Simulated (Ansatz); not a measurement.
**Worked example: correlation energy of AsH$_{3}$, singlet**

Geometry: displaced at random from a stationary point.

```xyz
4

As    0.0003   -0.0001   -0.0317
H     1.2586   -0.0022    0.8115
H    -0.6016    1.1299    0.7590
H    -0.6794   -1.1219    0.7877
```

Basis cc-pVTZ; Ansatz 0.2.0. Correlated methods freeze the noble-gas cores and the filled d shells of p-block atoms, which leaves 8 electrons in 71 orbitals. R marks a restricted (for open shells ROHF) determinant. No spin–orbit coupling is included, and no scalar relativity.

Full CI isn't at hand for all of this; RCCSDT(Q) serves as the reference, and is uncertain by the last step of the cluster series or more.

RCCSD has a T1 diagnostic of 0.012 and a largest doubles amplitude of 0.04.

Runs differ by some tens of microhartree through their thresholds, so steps under 0.03 kcal/mol mean nothing.

| level | total energy (hartree) |
| --- | --- |
| RHF | -2235.973342 |
| RMP2 | -2236.129684 |
| RCCSD | -2236.156843 |
| RCCSD(T) | -2236.162553 |
| RCCSDT | -2236.163305 |
| RCCSDT(Q) | -2236.163516 |

Task: What is the correlation energy at RCCSDT(Q), and what share of it do RMP2 and RCCSD recover?

Result: E(corr) = -2236.163516 − (-2235.973342) = -0.190174 hartree = -5.175 eV. RMP2: -0.156342 / -0.190174 = 82.21 %. RCCSD: -0.183501 / -0.190174 = 96.49 %.

Task: By how many kcal/mol does RCCSD(T) miss RCCSDT(Q) (1 hartree = 627.509 kcal/mol), and which steps make up the rest?

Result: -2236.162553 − (-2236.163516) = 0.000963 hartree = 0.60 kcal/mol. Steps: RCCSDT − RCCSD(T) = -0.47, RCCSDT(Q) − RCCSDT = -0.13 kcal/mol. That is within 1 kcal/mol of the reference in this basis, which itself misses far more of the correlation at the basis-set limit.
